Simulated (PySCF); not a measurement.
AlCl from Hartree–Fock to correlated methods

State: ¹Σ⁺ (singlet), closed shell. Set-up: PySCF, no relativity, basis sets Al aug-cc-pV(D+d)Z, Cl aug-cc-pV(D+d)Z. De refers to Al + Cl in their high-spin ground configurations, without counterpoise correction. A positive dipole means Al(−)Cl(+).

| Level | Re (Å) | ωe (cm⁻¹) | De (eV) | μ (D) |
| --- | --- | --- | --- | --- |
| RHF | 2.177 | 453 | 3.95 | -1.83 |
| RHF-MP2 | 2.184 | 450 | 5.09 | n/a |
| RHF-SCS-MP2 | 2.186 | 448 | 4.96 | n/a |
| RHF-CCSD | 2.184 | 451 | 4.78 | n/a |
| RHF-CCSD(T) | 2.187 | 449 | 4.87 | n/a |
| PBE | 2.187 | 441 | 5.19 | -1.77 |
| revPBE | 2.197 | 436 | 5.00 | -1.80 |
| r²SCAN | 2.170 | 456 | 5.17 | -1.58 |
| TPSSh | 2.176 | 453 | 5.07 | -1.66 |
| r²SCANh | 2.167 | 459 | 5.13 | -1.61 |
| PBE0 | 2.170 | 455 | 5.10 | -1.75 |
| HSE06 | 2.172 | 453 | 5.09 | -1.77 |

Which functional lies closest to RHF-CCSD(T) in De, which farthest, and by how much do they differ from it?

Closest is revPBE (+1.0 pm in Re, -2.9 % in ωe, +0.13 eV in De against RHF-CCSD(T) in the same basis), farthest PBE (+0.0 pm in Re, -1.8 % in ωe, +0.32 eV in De). CCSD(T) converges more slowly with the basis than the functionals do and binds too weakly in this one, so the order can change at the basis-set limit.

What does a quarter of exact exchange do here, going from PBE to PBE0?

PBE0 less PBE: -1.7 pm in Re, +3.2 % in ωe, -0.09 eV in De. Exact exchange removes part of the self-interaction that spreads semilocal densities, and in most molecules shortens and stiffens the bond and lowers De; so it does here.

What does the step from GGA to meta-GGA do here, going from PBE to r²SCAN?

r²SCAN less PBE: -1.7 pm in Re, +3.4 % in ωe, -0.02 eV in De. 

Measured (Huber and Herzberg, Constants of Diatomic Molecules (1979)): Re = 2.130113 Å, ωe = 481.3 cm⁻¹.

Correlated steps freeze 10 core orbitals. Correlated levels converge slowly with the basis: in double zeta they bind strong bonds too weakly, by up to about 1 eV, and carry superposition errors of some tenths. Where the molecule has an RHF reference, its open-shell atoms are computed with UHF.
